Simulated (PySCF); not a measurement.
Gas-phase reaction: 6 HSiNH2 = 2 SiH2(NH2)2 + 2 SiN + Si2H6

Method: PySCF energies plus ideal-gas RRHO corrections (1 bar). † marks an energy on the PBE0/def2-TZVP geometry and frequencies; other levels use their own. 6-31G* has spherical d functions here. Open shells (unrestricted): SiN (multiplicity 2); the rest are closed-shell singlets. B3LYP is the form with VWN-RPA correlation. HSiNH2, SiH2(NH2)2: computed as isolated molecules; such fragments, hydroxides, amides, oligomers or adducts are transient or little studied in the gas.

B3LYP/6-31G* gives ΔH°(298 K) = 117 kJ.

**Question.** What do PBE0/def2-TZVP, PBE/def2-TZVP†, PBE0/def2-SVP† give?

**Answer.** PBE0/def2-TZVP: 88 kJ; PBE/def2-TZVP†: 86 kJ; PBE0/def2-SVP†: 133 kJ. For scale, ΔH°(298 K) is 117 kJ at this level, 137 kJ at ωB97M-V/def2-TZVP†, and runs from 13 to 137 kJ over the 12 levels computed († marks an energy on the PBE0/def2-TZVP geometry).
